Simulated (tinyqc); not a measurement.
Worked calculation: RHF in the sto-6g basis, for H2O, spin multiplicity 1. One step of it, computed by the program tinyqc.

Task: Iteration 22 (converged): orbitals. Diagonalise F' = X^T F X, C = X C', fill 5 alpha and 5 beta electrons from the bottom; D = 2 C_occ C_occ^T. Each column has its largest component positive (the first on a tie).

converged F (hartree), order 1O 1s, 1O 2s, 1O 2px, 1O 2py, 1O 2pz, 2H 1s, 3H 1s:
$$\begin{pmatrix}
-20.487860 & -4.962060 & 0.000000 & 0.000000 & -0.028466 & -1.199492 & -1.199492 \\
-4.962060 & -2.335351 & 0.000000 & 0.000000 & -0.116942 & -1.009285 & -1.009285 \\
0.000000 & 0.000000 & -0.390291 & 0.000000 & 0.000000 & 0.000000 & 0.000000 \\
0.000000 & 0.000000 & 0.000000 & -0.334657 & 0.000000 & -0.412281 & 0.412281 \\
-0.028466 & -0.116942 & 0.000000 & 0.000000 & -0.349141 & -0.335825 & -0.335825 \\
-1.199492 & -1.009285 & 0.000000 & -0.412281 & -0.335825 & -0.572112 & -0.361411 \\
-1.199492 & -1.009285 & 0.000000 & 0.412281 & -0.335825 & -0.361411 & -0.572112
\end{pmatrix}$$

X, order 1O 1s, 1O 2s, 1O 2px, 1O 2py, 1O 2pz, 2H 1s, 3H 1s:
$$\begin{pmatrix}
1.022867 & -0.139017 & 0.000000 & 0.000000 & -0.008642 & 0.020252 & 0.020252 \\
-0.139017 & 1.251240 & 0.000000 & 0.000000 & 0.102985 & -0.301381 & -0.301381 \\
0.000000 & 0.000000 & 1.000000 & 0.000000 & 0.000000 & 0.000000 & 0.000000 \\
0.000000 & 0.000000 & 0.000000 & 1.124777 & 0.000000 & -0.241401 & 0.241401 \\
-0.008642 & 0.102985 & 0.000000 & 0.000000 & 1.046039 & -0.135142 & -0.135142 \\
0.020252 & -0.301381 & 0.000000 & -0.241401 & -0.135142 & 1.210318 & -0.079656 \\
0.020252 & -0.301381 & 0.000000 & 0.241401 & -0.135142 & -0.079656 & 1.210318
\end{pmatrix}$$

Give: F' = X^T F X; orbital energies; coefficients C; D after iteration 22.

Result:

F' = X^T F X (hartree):
$$\begin{pmatrix}
-20.158 & -2.508 & 0.000 & 0.000 & -0.044 & -0.211 & -0.211 \\
-2.508 & -1.165 & 0.000 & 0.000 & 0.109 & -0.524 & -0.524 \\
0.000 & 0.000 & -0.390 & 0.000 & 0.000 & 0.000 & 0.000 \\
0.000 & 0.000 & 0.000 & 0.000 & 0.000 & -0.490 & 0.490 \\
-0.044 & 0.109 & 0.000 & 0.000 & -0.218 & -0.308 & -0.308 \\
-0.211 & -0.524 & 0.000 & -0.490 & -0.308 & 0.025 & -0.099 \\
-0.211 & -0.524 & 0.000 & 0.490 & -0.308 & -0.099 & 0.025
\end{pmatrix}$$

orbital energies (hartree): MO1 -20.491, MO2 -1.266, MO3 -0.634, MO4 -0.439, MO5 -0.390, MO6 0.581, MO7 0.757

coefficients C, order 1O 1s, 1O 2s, 1O 2px, 1O 2py, 1O 2pz, 2H 1s, 3H 1s:
$$\begin{pmatrix}
0.997 & -0.222 & 0.000 & 0.090 & 0.000 & -0.125 & 0.000 \\
0.016 & 0.839 & 0.000 & -0.507 & 0.000 & 0.903 & 0.000 \\
0.000 & 0.000 & 0.000 & 0.000 & 1.000 & 0.000 & 0.000 \\
0.000 & 0.000 & 0.600 & 0.000 & 0.000 & 0.000 & 1.011 \\
0.003 & 0.121 & 0.000 & 0.804 & 0.000 & 0.693 & 0.000 \\
-0.004 & 0.156 & 0.437 & 0.268 & 0.000 & -0.808 & -0.836 \\
-0.004 & 0.156 & -0.437 & 0.268 & 0.000 & -0.808 & 0.836
\end{pmatrix}$$

D after iteration 22, order 1O 1s, 1O 2s, 1O 2px, 1O 2py, 1O 2pz, 2H 1s, 3H 1s:
$$\begin{pmatrix}
2.102 & -0.433 & 0.000 & 0.000 & 0.098 & -0.029 & -0.029 \\
-0.433 & 1.922 & 0.000 & 0.000 & -0.613 & -0.010 & -0.010 \\
0.000 & 0.000 & 2.000 & 0.000 & 0.000 & 0.000 & 0.000 \\
0.000 & 0.000 & 0.000 & 0.719 & 0.000 & 0.525 & -0.525 \\
0.098 & -0.613 & 0.000 & 0.000 & 1.323 & 0.469 & 0.469 \\
-0.029 & -0.010 & 0.000 & 0.525 & 0.469 & 0.575 & -0.190 \\
-0.029 & -0.010 & 0.000 & -0.525 & 0.469 & -0.190 & 0.575
\end{pmatrix}$$
